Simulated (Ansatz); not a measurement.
Anatase TiO2 (metastable phase), treated with BLYP (Ansatz, a program for electronic structure, PAW).

From the output:

```
Relaxation: its limit of steps is 80 (relax.max_steps)
Crystal: 6 atoms, lattice volume = 73.207 Å³
Basis set: ecut = 520 eV, 2003 PW (Γ), FFT grids on a1+a3, a2+a3, a3, exchange–correlation on 60×60×90 points (8 copies of the dense FFT grid, shifted against one another)
Bands: 30, of which v1, the nominal top of the filled ones, is band 24 counted from 1 (23 counted from 0)
Symmetry: 16 space group operations
Space group: I41/amd (ITA 141), of the structure as read, at distance tolerance 4.2e-5 Å
k-points: 163 of 1728
Functional: x = b88, c = lyp
SCF iter   1: F=—  HF=-7298.532724 eV  |F-HF|=—  |Δ(HF+E_count)|=         —  Δρ=1.93e-2  dr2=1.81e-1
SCF iter   2: F=—  HF=-7298.502486 eV  |F-HF|=—  |Δ(HF+E_count)|=   3.02e-2  Δρ=9.35e-3  dr2=6.75e-2
  ...
SCF 1 converged in 7 iterations: F = -7298.491718 eV  dr2 = 2.48e-8
Crystal: 6 atoms, lattice volume = 73.207 Å³
Initial density: handed on by an earlier stage of this run
SCF 2 converged in 5 iterations: F = -7298.493490 eV  dr2 = 1.38e-7
Crystal: 6 atoms, lattice volume = 73.207 Å³
SCF 3 converged in 5 iterations: F = -7298.493900 eV  dr2 = 7.21e-8
Crystal: 6 atoms, lattice volume = 73.207 Å³
SCF 4 converged in 4 iterations: F = -7298.493914 eV  dr2 = 1.44e-8
Crystal: 6 atoms, lattice volume = 73.207 Å³
SCF 5 converged in 4 iterations: F = -7298.493920 eV  dr2 = 4.78e-9
Crystal: 6 atoms, lattice volume = 73.207 Å³
SCF iter   4: F=—  HF=-7298.493922 eV  |F-HF|=—  |Δ(HF+E_count)|=   4.95e-7  Δρ=6.20e-7  dr2=7.74e-11
SCF iter   5: F=-7298.493922 eV  HF=-7298.493922 eV  |F-HF|=1.82e-12  |Δ(HF+E_count)|=   6.02e-9  Δρ=9.51e-8  dr2=7.11e-12
SCF 6 converged in 5 iterations: F = -7298.493922 eV  dr2 = 7.11e-12
SCF converged after 5 iterations
Free energy (F): -7298.493922 eV
Internal energy: -7298.493922 eV  (E = F + TS)
E sigma→0 (E₀):  -7298.493922 eV
Fermi energy:    7.708672 eV
--- Forces (eV/Å), atoms counted from 1 ---
  atom   1  Ti    -0.00000000     0.00000000     0.00000000
  atom   2  Ti    -0.00000000    -0.00000000     0.00000000
  atom   3  O      0.00000000     0.00000000     0.00004057
  atom   4  O      0.00000000     0.00000000     0.00004057
  atom   5  O     -0.00000000    -0.00000000    -0.00004057
  atom   6  O      0.00000000    -0.00000000    -0.00004057
--- Stress (GPa, compression-positive) ---
       -3.229505       0.000000       0.000000
        0.000000      -3.229505      -0.000000
       -0.000000      -0.000000      -3.226005
  P = ⅓ Tr σ = -3.2283 GPa (-32.283 kbar)
```

### Question
Write an input file that produces this run.

### Answer
Several could match; the one computed here: 
Ansatz 0.2 input:
```yaml
crystal:
  lattice:
    - [-1.9225162657, 1.9225162657, 4.9516739764]
    - [1.9225162657, -1.9225162657, 4.9516739764]
    - [1.9225162657, 1.9225162657, -4.9516739764]
  atoms:
    - { symbol: Ti, position: [0.75, 0.25, 0.5] }
    - { symbol: Ti, position: [0.0, 0.0, 0.0] }
    - { symbol: O, position: [0.5445173167, 0.0445173167, 0.5] }
    - { symbol: O, position: [0.7945173167, 0.7945173167, 0.0] }
    - { symbol: O, position: [0.2054826833, 0.2054826833, 0.0] }
    - { symbol: O, position: [0.9554826833, 0.4554826833, 0.5] }
basis:
  ecutwfc: 520
  ecutrho_ratio: 4
  xc_grid: 2
kpoints:
  mp_grid: { grid: [12, 12, 12] }
hamiltonian:
  xc: blyp
  dispersion: none
  pseudopotentials: { kind: paw }
scf:
  occupations: { method: fermi_dirac, width: 0.01 }
output:
  forces: true
  stress: true
  eigenvalues: true
relax:
  f_tol: 0.004
  escape_saddle: false
  max_steps: 80
  cell: { stress_tol: 0.02, fix: [volume] }
```

The cell is one volume of an energy–volume scan, off the minimum.

The PAW data were made under PBE.
